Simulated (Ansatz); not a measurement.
**What a trial cell of Be2Ir relaxes into**

Level of theory: DFT PBE, scalar-relativistic, plane waves, PAW in Ansatz 0.2.0. Cutoff 420 eV, Γ-centred k mesh, Gaussian smearing, no spin polarisation in the final step.

Be2Ir was placed on the AlB2 structure type (P6/mmm, No. 191), with Ir in place of Al, Be in place of B, at a guessed volume.

```
CELL_PARAMETERS angstrom
3.06023 0.00000 0.00000
-1.53011 2.65023 0.00000
0.00000 0.00000 3.30423
ATOMIC_POSITIONS crystal
Be 0.33333 0.66667 0.50000
Be 0.66667 0.33333 0.50000
Ir 0.00000 0.00000 0.00000
```

Cell and atoms relax at zero pressure; the relaxation can't lower the symmetry of the start. After a coarse first stage the cell is made exact in the group found at 0.06 Å.

Energies over the elements count from the elements' standard structures at the same level, with no empirical corrections.

Task: Which crystal results?

Result: It keeps P6/mmm (No. 191), but not the shape of the type it started on. Conventional cell: a = 3.621 Å, c = 2.666 Å. Around Be lie 3 Be at 2.09 Å, 6 Ir at 2.48 Å and 2 Be at 2.67 Å; around Ir lie 12 Be at 2.48 Å and 2 Ir at 2.67 Å.

Space group P6/mmm (No. 191). a = 3.621 Å, b = 3.621 Å, c = 2.666 Å, α = 90.00°, β = 90.00°, γ = 120.00°
```csv
atom,site,symmetry,x,y,z
Be,2d,-6m2,0.3333,0.6667,0.5000
Ir,1a,6/mmm,0.0000,0.0000,0.0000
```

Task: What are its volume, energy, density and gap?

Result: The volume per atom is 10.09 Å³ and the density is 11.53 g/cm³. The energy over the elements is -0.49 eV/atom. The gap on the 12×12×18 mesh is 0 eV (a metal).

The final run used a 12×12×18 mesh on its 3-atom cell and 0.10 eV smearing. For metals, differences of a few meV/atom aren't resolved. Spin–orbit coupling is left out. A structure relaxed within its symmetry needn't be a true minimum. The steps took about 29 core-seconds in all.

Cost: 3 runs of about 0.49 core-minutes in all, on Intel Xeon Platinum 8488C (Sapphire Rapids) (shared hosts).